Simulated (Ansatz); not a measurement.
# One shape, several levels: N2H3 (hydrazinyl radical)

Wanted: a comparison of 6 runs (UHF/STO-3G, UBHLYP/STO-3G, USVWN5/STO-3G, RPA@PBE/STO-3G, UCCSDT/STO-3G, UCCSD(T)/STO-3G) of N2H3 (hydrazinyl radical). 

The results are computed with Ansatz 0.2.0.

34 further runs of the same task are left out: 34 set aside as unsound or not needed.

### Step 1. The system as given

N2H3 has 5 atoms, charge 0, and is taken as a doublet. SMILES: `[NH]N`. The H3–N1 distance was set to 2.549 Å, away from the relaxed value. At this shape a bond of the SMILES string is far longer than usual.

Bond lengths: N1–N2 1.335 Å, N2–H4 1.011 Å, N2–H5 1.017 Å. Angles: N1–N2–H4 112.8°, N1–N2–H5 121.7°, H4–N2–H5 116.1°.

### Step 2. A single-point energy at UHF/STO-3G (run 1)

input.yaml reads:

```yaml
crystal:
  periodic: [false, false, false]
  atoms:
    - {symbol: N, position_ang: [-1.565095, -0.529966, -0.128504]}
    - {symbol: "N", position_ang: [-1.516395, 0.527484, -0.941644]}
    - {symbol: H, position_ang: [0.751750, -0.989150, 0.831090]}
    - {symbol: H, position_ang: [-2.433195, 0.853314, -1.214464]}
    - {symbol: H, position_ang: [-0.797575, 1.240364, -0.849534]}
basis:
  gaussian:
    orbitals: STO-3G
magnetization:
  spin_polarized: true
  initial_magnetization: 1
hamiltonian:
  xc: hf
accuracy: high
```

Started as:

```sh
$ ansatz run input.yaml --threads 1 --pin off --max-ram 2610MiB --events-out events.jsonl --progress --plain --runs-dir runs
```

Output:

```text
Warning: RAYON_NUM_THREADS=1 ignored (pool sized by the plan → 1); use --threads N
Functional definition: HF
  name "HF"
  exchange = exact_x
  correlation = 0
208 factors; integrals over basis functions are off by at most 1.2e-8 eV
mean field evaluation 1: about -2956.7211 eV, gradient 1.6e1 eV
mean field evaluation 2: about -2956.7835 eV, gradient 1.7e1 eV
mean field evaluation 4: about -2960.1799 eV, gradient 9.7e0 eV
mean field evaluation 8: about -2961.5229 eV, gradient 5.9e0 eV
mean field evaluation 16: about -2966.4296 eV, gradient 3.6e-2 eV
mean field evaluation 32: about -2967.2604 eV, gradient 9.0e-9 eV
mean field evaluation 64: about -2966.2243 eV, gradient 2.5e-2 eV
mean field evaluation 96: about -2962.1319 eV, gradient 5.0e0 eV
mean field evaluation 128: about -2961.0440 eV, gradient 3.6e-2 eV
mean field -2967.26035202 eV, -109.0448066555 hartree, gradient 1.8e-8 eV, S^2 1.748449; 3 other end points of the search recorded, 0 dependent functions left out
reference -2967.26035202 eV, -109.0448066555 hartree; 9, 8 occupied and 4, 5 virtual orbitals, 208 factors
Total energy: -2967.26035202 eV, -109.0448066555 hartree
```

It took 0.14 s on 1 thread of Arm Neoverse V1, shared host.

### Step 3. A single-point energy at UBHLYP/STO-3G (run 2)

Edit input.yaml of step 2 so:

```diff
@@ -4,3 +4,3 @@
     - {symbol: N, position_ang: [-1.565095, -0.529966, -0.128504]}
-    - {symbol: "N", position_ang: [-1.516395, 0.527484, -0.941644]}
+    - {symbol: N, position_ang: [-1.516395, 0.527484, -0.941644]}
     - {symbol: H, position_ang: [0.751750, -0.989150, 0.831090]}
@@ -15,3 +15,3 @@
 hamiltonian:
-  xc: hf
+  xc: {name: BHLYP}
 accuracy: high
```

Started as:

```sh
$ ansatz run input.yaml --threads 1 --pin off --max-ram 2610MiB --events-out events.jsonl --progress --plain --runs-dir runs
```

Output:

```text
Warning: RAYON_NUM_THREADS=1 ignored (pool sized by the plan → 1); use --threads N
Functional definition: BHLYP
  name "BHLYP"
  parameter a = 0.5
  exchange = (1 - a)*b88_x + a*exact_x
  correlation = lyp_c
208 factors; integrals over basis functions are off by at most 1.2e-8 eV
mean field evaluation 1: about -2973.3721 eV, gradient 1.7e1 eV
mean field evaluation 2: about -2966.2931 eV, gradient 1.9e1 eV
mean field evaluation 4: about -2977.9959 eV, gradient 7.2e0 eV
mean field evaluation 8: about -2980.3521 eV, gradient 8.7e-1 eV
mean field evaluation 16: about -2980.6569 eV, gradient 2.6e-3 eV
mean field evaluation 32: about -2980.9495 eV, gradient 1.8e-4 eV
mean field -2980.94945539 eV, -109.5478719256 hartree, gradient 7.1e-8 eV, S^2 1.730893; 3 other end points of the search recorded, 0 dependent functions left out
reference -2980.94947366 eV, -109.5478725968 hartree; 9, 8 occupied and 4, 5 virtual orbitals, 208 factors
Total energy: -2980.94947366 eV, -109.5478725968 hartree
```

It took 3 s on 1 thread of Arm Neoverse V1, shared host; peak memory 0.11 GiB.

### Step 4. A single-point energy at USVWN5/STO-3G (run 3)

run.yaml reads:

```yaml
crystal:
  periodic: [false, false, false]
  atoms:
    - symbol: "N"
      position_ang: [-1.565095, -0.529966, -0.128504]
    - symbol: N
      position_ang: [-1.516395, 0.527484, -0.941644]
    - symbol: H
      position_ang: [0.751750, -0.989150, 0.831090]
    - symbol: H
      position_ang: [-2.433195, 0.853314, -1.214464]
    - symbol: H
      position_ang: [-0.797575, 1.240364, -0.849534]
basis:
  gaussian: {orbitals: STO-3G}
magnetization: {spin_polarized: true, initial_magnetization: 1}
hamiltonian: {xc: {name: SVWN5}}
accuracy: high
```

Started as:

```sh
$ ansatz run run.yaml --threads 1 --pin off --max-ram 2610MiB --events-out events.jsonl --progress --plain --runs-dir runs
```

Output:

```text
Warning: RAYON_NUM_THREADS=1 ignored (pool sized by the plan → 1); use --threads N
Functional definition: SVWN5
  name "SVWN5"
  exchange = slater_x
  correlation = vwn5_c
208 factors; integrals over basis functions are off by at most 1.2e-8 eV
mean field evaluation 1: about -2952.0754 eV, gradient 1.6e1 eV
mean field evaluation 2: about -2937.7861 eV, gradient 2.5e1 eV
mean field evaluation 4: about -2945.6561 eV, gradient 1.7e1 eV
mean field evaluation 8: about -2956.2009 eV, gradient 8.3e-1 eV
mean field evaluation 16: about -2956.1671 eV, gradient 2.4e-8 eV
mean field evaluation 32: about -2956.1516 eV, gradient 1.3e-1 eV
mean field -2956.16708308 eV, -108.6371365411 hartree, gradient 2.4e-8 eV, S^2 1.206091; 3 other end points of the search recorded, 0 dependent functions left out
reference -2956.16708485 eV, -108.6371366064 hartree; 9, 8 occupied and 4, 5 virtual orbitals, 208 factors
Total energy: -2956.16708485 eV, -108.6371366064 hartree
```

Run time: 1.5 s. Hardware: 1 thread of Arm Neoverse V1, shared host; peak memory 0.095 GiB.

Runs 4 to 5 aren't shown in full; the table further down has their settings and results.

### Step 5. A single-point energy at UCCSD(T)/STO-3G (run 6)

input.yaml reads:

```yaml
crystal:
  periodic: [false, false, false]
  atoms:
    - {symbol: N, position_ang: [-1.565095, -0.529966, -0.128504]}
    - {symbol: "N", position_ang: [-1.516395, 0.527484, -0.941644]}
    - {symbol: H, position_ang: [0.751750, -0.989150, 0.831090]}
    - {symbol: H, position_ang: [-2.433195, 0.853314, -1.214464]}
    - {symbol: H, position_ang: [-0.797575, 1.240364, -0.849534]}
basis:
  gaussian: {orbitals: STO-3G}
magnetization: {spin_polarized: true, initial_magnetization: 1}
correlation: {method: ccsd_t, frozen_orbitals: {H: 0, "N": 1}}
accuracy: high
scf: {omitted_lower_state_checks: [cluster_reference, increment]}
```

Started as:

```sh
$ ansatz run input.yaml --threads 1 --pin off --max-ram 2610MiB --events-out events.jsonl --progress --plain --runs-dir runs
```

Output:

```text
Warning: RAYON_NUM_THREADS=1 ignored (pool sized by the plan → 1); use --threads N
[... 15 lines left out ...]
2 core orbitals not correlated: weight in the atoms' cores, before any rotation towards them, 1.000 or more for the frozen orbitals, at most 0.000 for the correlated occupied ones
[... 64 lines left out ...]
Total energy: -2969.47118850 eV, -109.1260533977 hartree
Checks for a lower state left out: cluster_reference, increment
```

Wall time 0.34 s (1 thread of Arm Neoverse V1, shared host).

### Step 6. Overview of the runs

```tsv
run	level	frozen core orbitals	energy (Eh)	⟨S²⟩	wall time
1	UHF/STO-3G	–	-109.044807	1.748	0.14 s
2	UBHLYP/STO-3G	–	-109.547873	1.731	3 s
3	USVWN5/STO-3G	–	-108.637137	1.206	1.5 s
4	RPA@PBE/STO-3G	2	-109.180250	1.346	4.2 s
5	UCCSDT/STO-3G	2	-109.127099	1.748	1.6 s
6	UCCSD(T)/STO-3G	2	-109.126053	1.748	0.34 s
```

### Step 7. Results

| quantity | value |
| --- | --- |
| run 6: total energy | -109.12605 Eh |
| run 6: correlation energy (2 core orbitals frozen) | -81.2 mEh |
| run 6: (T) correction | -0.92 mEh |
| run 6: ⟨S²⟩ of the reference determinant | 1.748 |
| run 6: T1 diagnostic | 0.017 |

What this shows: Below the UHF energy at the same shape and in the same basis (STO-3G): UCCSDT -82.3 mEh; UCCSD(T) -81.2 mEh. Totals of different functionals can't be ranked against each other. In runs 1, 2, 3, 4, 5, 6 the basis is minimal, so the values are rough. Spin contamination of the reference: run 1 ⟨S²⟩ = 1.75, run 5 ⟨S²⟩ = 1.75, run 6 ⟨S²⟩ = 1.75, run 2 ⟨S²⟩ = 1.73, run 4 ⟨S²⟩ = 1.35, run 3 ⟨S²⟩ = 1.21. Where it is this large, the reference is a mixture of spin states, and values that rest on it are in doubt. All runs together took 11 s, the longest 4.2 s.
